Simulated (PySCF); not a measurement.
## Bond length, frequency and bond energy of LiF⁺ by level of theory

State: ²Π (doublet), unpaired electrons π ↑. Set-up: Li 6-31G(d,p), F 6-31G(d,p); no relativity (PySCF 2.14). De refers to Li⁺ + F in their high-spin ground configurations, without counterpoise correction. The functionals are run spin-unrestricted. A positive dipole points towards F; it is taken about the centre of mass and depends on that origin.

```
      Level  Re (Å)  ωe (cm⁻¹)  De (eV)  μ (D)  CPU s a point (SCF and correlation, without the integrals)
        UHF   2.037        302    0.375  -6.66                                                       0.025
    UHF-MP2   2.049        313    0.456    n/a                                                       0.038
UHF-SCS-MP2   2.049        313    0.454    n/a                                                         n/a
   UHF-CCSD   2.047        315    0.460    n/a                                                         n/a
UHF-CCSD(T)   2.047        316    0.467    n/a                                                        0.49
        PBE   2.036        319     0.59  -6.47                                                        0.19
       BLYP   2.030        324     0.62  -6.42                                                        0.14
     r²SCAN   2.056        301    0.464  -6.63                                                        0.26
      B3LYP   2.016        325     0.56  -6.44                                                        0.21
       PBE0   2.026        317     0.51  -6.50                                                        0.29
    r²SCAN0   2.040        304    0.438  -6.61                                                        0.28
      ωB97X   2.077        295    0.472  -6.70                                                         0.2
```

**Question.** Which functional lies closest to UHF-CCSD(T) in De, which farthest, and by how much do they differ from it?

**Answer.** Closest is r²SCAN (+0.9 pm in Re, -4.7 % in ωe, -0.00 eV in De against UHF-CCSD(T) in the same basis), farthest BLYP (-1.7 pm in Re, +2.5 % in ωe, +0.15 eV in De). CCSD(T) converges more slowly with the basis than the functionals do and binds too weakly in this one, so the order can change at the basis-set limit.

**Question.** What does a quarter of exact exchange do here, going from PBE to PBE0?

**Answer.** PBE0 less PBE: -1.0 pm in Re, -0.6 % in ωe, -0.08 eV in De. Exact exchange removes part of the self-interaction that spreads semilocal densities, and in most molecules shortens and stiffens the bond and lowers De; here ωe goes the other way.

**Question.** What does the step from GGA to meta-GGA do here, going from PBE to r²SCAN?

**Answer.** r²SCAN less PBE: +2.0 pm in Re, -5.6 % in ωe, -0.13 eV in De. 

Correlated steps freeze 1 core orbital. Correlated levels converge slowly with the basis: in double zeta they bind strong bonds too weakly, by up to about 1 eV, and carry superposition errors of some tenths. For an ion De counts to the pair picked by the measured ionisation energies or electron affinities, which need not be the lowest pair at this level. The state was picked by a PBE0 search and need not be the measured ground state.

The whole job (state search and all levels along the bond) took about 0.49 min on 1 thread of Arm Neoverse V1 (shared host), peak memory 0.35 GiB.
